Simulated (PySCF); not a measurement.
Species: methyl propyl ether, C4H10O.
SMILES: `CCCOC`

Torsions of this conformer, `[CH3:1][CH2:2][CH2:3][O:4][CH3:5]`: C1–C2–C3–O4 180°, C2–C3–O4–C5 180°.

The closed-shell ground state was solved at several levels (PySCF, density fitting, gas phase, non-relativistic). The structure is a single PBE0-D3(BJ)/def2-TZVP conformer in the gas phase; no vibrational or solvent corrections.

```json
{"level": "PBE0/pcSseg-2", "basis functions": "320", "HOMO (eV)": "-7.38", "LUMO (eV)": "0.69", "gap (eV)": "8.07", "dipole (D)": "1.07"}
{"level": "CAM-B3LYP/aug-cc-pVTZ", "basis functions": "460", "HOMO (eV)": "-8.86", "LUMO (eV)": "0.28", "gap (eV)": "9.14", "dipole (D)": "1.13"}
{"level": "wB97X-D/pcSseg-2", "basis functions": "320", "HOMO (eV)": "-9.30", "LUMO (eV)": "2.37", "gap (eV)": "11.67", "dipole (D)": "1.11"}
{"level": "KT3/pcSseg-2", "basis functions": "320", "HOMO (eV)": "-6.00", "LUMO (eV)": "-0.18", "gap (eV)": "5.82", "dipole (D)": "0.95"}
{"level": "wB97X-D/aug-cc-pVTZ", "basis functions": "460", "HOMO (eV)": "-9.30", "LUMO (eV)": "0.87", "gap (eV)": "10.17", "dipole (D)": "1.09"}
{"level": "PBE0/aug-cc-pVTZ", "basis functions": "460", "HOMO (eV)": "-7.39", "LUMO (eV)": "-0.05", "gap (eV)": "7.34", "dipole (D)": "1.05"}
```

(1) What might B97-2/pcSseg-2 (320 basis functions) give for the same quantities?

(2) Over all these levels, which gives the widest orbital gap and which the narrowest?

(3) In the pcSseg-2 basis, how does the gap go with the fixed share of exact exchange?

(4) How far do the dipole and the HOMO energy spread over the levels?

## Answers

(1) HOMO -7.11 eV, LUMO 0.72 eV, gap 7.83 eV, dipole 1.06 D.

(2) wB97X-D/pcSseg-2 (range-separated hybrid) has the widest, 11.67 eV, and KT3/pcSseg-2 (GGA) the narrowest, 5.82 eV. The two share the basis. From the narrowest to the widest the HOMO moves by -3.30 eV and the LUMO by +2.55 eV.

(3) KT3 (0 %) 5.82 eV; B97-2 (21 %) 7.83 eV; PBE0 (25 %) 8.07 eV. Each rise in the share widens the gap here.

(4) The dipole runs from 0.95 to 1.13 D (mean 1.07 D) and the HOMO from -9.30 to -6.00 eV.
